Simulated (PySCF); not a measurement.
Bond length, frequency and bond energy of CF by level of theory

State: ²Π (doublet), unpaired electrons π ↑. Set-up: basis C def2-SVPD, F def2-SVPD; no relativity; PySCF 2.14. De refers to C + F in their high-spin ground configurations, without counterpoise correction. The functionals are run spin-unrestricted. A positive dipole means C(−)F(+).

```tsv
Level	Re (Å)	ωe (cm⁻¹)	De (eV)	μ (D)
UHF	1.257	1411	3.51	0.55
UHF-MP2	1.280	1312	5.64	n/a
UHF-SCS-MP2	1.281	1305	5.45	n/a
UHF-CCSD	1.281	1309	5.22	n/a
UHF-CCSD(T)	1.287	1283	5.37	n/a
PBE	1.289	1259	6.31	0.84
r²SCAN	1.280	1298	5.83	0.82
M06-L	1.276	1309	5.75	0.83
PBE0	1.270	1341	5.85	0.79
B97-3	1.271	1337	5.79	0.78
BHandHLYP	1.261	1379	5.29	0.68
LC-ωPBE	1.269	1366	5.92	0.83
```

Task: Which functional lies closest to UHF-CCSD(T) in De, which farthest, and by how much do they differ from it?

Result: Closest is BHandHLYP (-2.6 pm in Re, +7.5 % in ωe, -0.08 eV in De against UHF-CCSD(T) in the same basis), farthest PBE (+0.2 pm in Re, -1.9 % in ωe, +0.94 eV in De). CCSD(T) converges more slowly with the basis than the functionals do and binds too weakly in this one, so the order can change at the basis-set limit.

Task: What does the triples do here, going from UHF-CCSD to UHF-CCSD(T)?

Result: UHF-CCSD(T) less UHF-CCSD: +0.6 pm in Re, -2.0 % in ωe, +0.15 eV in De. Correlation nearly always deepens the well. The bond lengthens, as in strong covalent bonds, where excitations into antibonding orbitals dominate.

Task: What does all correlation do here, going from UHF to UHF-CCSD(T)?

Result: UHF-CCSD(T) less UHF: +3.0 pm in Re, -9.1 % in ωe, +1.86 eV in De. Correlation nearly always deepens the well. The bond lengthens, as in strong covalent bonds, where excitations into antibonding orbitals dominate.

Correlated steps freeze 2 core orbitals. Correlated levels converge slowly with the basis: in double zeta they bind strong bonds too weakly, by up to about 1 eV, and carry superposition errors of some tenths. The state is the lowest determinant that a PBE0 search found; another state may lie lower at other levels.
